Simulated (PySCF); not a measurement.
# Potential energy of LiN⁻ along the bond

Set-up: basis Li aug-pcseg-1, N aug-pcseg-1; no relativity; PySCF 2.14. Energies in eV from Li⁻ + N in their ground configurations at the same level. State: ⁴Σ⁻ (quartet), unpaired electrons σ ↑, π ↑↑.

| R (Å) | r²SCAN0 | M06 | PBE0 |
| --- | --- | --- | --- |
| 1.677 | -1.286 | -1.442 | -1.490 |
| 1.755 | -1.461 | -1.607 | -1.661 |
| 1.833 | -1.560 | -1.694 | -1.755 |
| 1.891 | -1.597 | -1.723 | -1.789 |
| 1.950 | -1.609 | -1.729 | -1.798 |
| 2.009 | -1.603 | -1.717 | -1.789 |
| 2.087 | -1.572 | -1.698 | -1.754 |
| 2.184 | -1.510 | -1.637 | -1.686 |
| 2.301 | -1.414 | -1.545 | -1.583 |
| 2.457 | -1.271 | -1.406 | -1.428 |

Put a parabola through the three lowest points of the r²SCAN0 curve and estimate Re, k and ωe (reduced mass 4.674 u; 1 eV/Å² = 0.16022 mdyn/Å; ωe = 1302.8·√(k/μ) cm⁻¹).

Through R = 1.891, 1.95, 2.009 Å the second-order coefficient is 2.59 eV/Å², so Re ≈ 1.960 Å, k ≈ 0.828 mdyn/Å and ωe ≈ 548 cm⁻¹. A polynomial fit of higher order to the unrounded r²SCAN0 energies gives Re = 1.957 Å, k = 0.852 mdyn/Å, ωe = 556 cm⁻¹; anharmonicity and rounding make the difference.

The higher-order fit for each curve: r²SCAN0: Re = 1.957 Å, ωe = 556 cm⁻¹, De = 1.61 eV; PBE0: Re = 1.947 Å, ωe = 567 cm⁻¹, De = 1.80 eV. M06 gives no reliable minimum on this grid.

For an ion De counts to the pair picked by the measured ionisation energies or electron affinities, which need not be the lowest pair at this level. The highest Kohn–Sham level is positive in this anion. Much of that is self-interaction error, but it also means that the finite basis helps to hold the extra electron. The state was picked by a PBE0 search and need not be the measured ground state.
